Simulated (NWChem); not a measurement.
Extrapolating the MP2 correlation energy of ammonia (H$_{3}$N)

SMILES: N
```xyz
4

N      0.0016     0.1283     0.0000
H     -0.4728    -0.2934     0.8124
H     -0.4728    -0.2934    -0.8124
H      0.9343    -0.3110     0.0000
```
Charge 0, spin multiplicity 1.

The numbers come from NWChem runs, not from measurements. Structure: optimised with PBE/def2-SVP, a minimum by its harmonic frequencies.

The correlated methods keep 1 core orbital frozen.

Worked example. The MP2 correlation energy is -236.56 mHa in cc-pVTZ and -252.94 mHa in cc-pVQZ. The form E(X) = E∞ + A/X³ turns the pair into an estimate of the basis-set limit.

E∞ = (4³·(-252.94) − 3³·(-236.56))/(4³ − 3³) = -264.9 mHa. The larger basis holds 95 % of that, at about 8 times the processor time of the smaller one. This is a two-point estimate.
